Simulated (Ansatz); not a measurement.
# Worked example: the enthalpy of formation of C2H2F2 (vinylidene fluoride)

The species is C2H2F2 (6 atoms), meant as a singlet with charge 0. As SMILES, `C=C(F)F`. The shape is that of a PBE0-D4/def2-TZVP optimisation.

Total energies at MP2/aug-cc-pVDZ, 4 core orbitals frozen (Ansatz 0.2.0); the atoms run unrestricted:

```tsv
species	state	energy (Eh)
C2H2F2	singlet	-276.449410
C	triplet	-37.741465
F	doublet	-99.535699
H	doublet	-0.499334
```

Harmonic wavenumbers at PBE0-D4/def2-TZVP, in cm⁻¹: 442, 560, 650, 724, 826, 961, 964, 1341, 1405, 1798, 3216, 3320.

Measured heats of formation of the gaseous atoms at 298.15 K, in kJ/mol: C 716.9, F 79.4, H 218.0. Spin-orbit lowering of the atoms at 298 K (mean of the ground term's levels less their thermal mean, from spectra), in kJ/mol: C 0.02, F 1.29. Take 1 Eh = 2625.50 kJ/mol, 1 cm⁻¹ = 0.0119627 kJ/mol, RT = 2.479 kJ/mol.

Task: Work out the heat of formation of the gas at 298 K.

Result: 
1. Electronic atomisation energy: 2 × (-37.741465) + 2 × (-99.535699) + 2 × (-0.499334) − (-276.449410) = 0.896414 Eh = 2353.5 kJ/mol.
2. Zero-point energy: half the sum of the wavenumbers, 8103.5 cm⁻¹ = 96.9 kJ/mol.
3. Thermal vibrational enthalpy, Σ hcν̃/(exp(hcν̃/kT) − 1): 2.3 kJ/mol. Translation, rotation and pV of a non-linear molecule: 4 RT = 9.9 kJ/mol.
4. The 6 free atoms carry 5/2 RT each: 37.2 kJ/mol.
5. Spin-orbit coupling lowers the free atoms by 2 × 0.02 + 2 × 1.29 = 2.6 kJ/mol.
6. Atomisation enthalpy at 298 K: 2353.5 − 2.6 − 96.9 − 2.3 − 9.9 + 37.2 = 2279.0 kJ/mol.
7. Sum of the atoms' heats of formation: 2028.6 kJ/mol. Heat of formation: 2028.6 − 2279.0 = -250.4 kJ/mol.

The tabulated value is -332.9 kJ/mol (Active Thermochemical Tables; in doubt: newer work gives another value), so this level is off by +82.5 kJ/mol, or 3.5 % of the atomisation enthalpy that the table implies (2361.4 kJ/mol). Perturbation theory converges slowly with the basis for atomisation. Anharmonicity and any spin-orbit splitting of the molecule are left out, and so is core correlation.
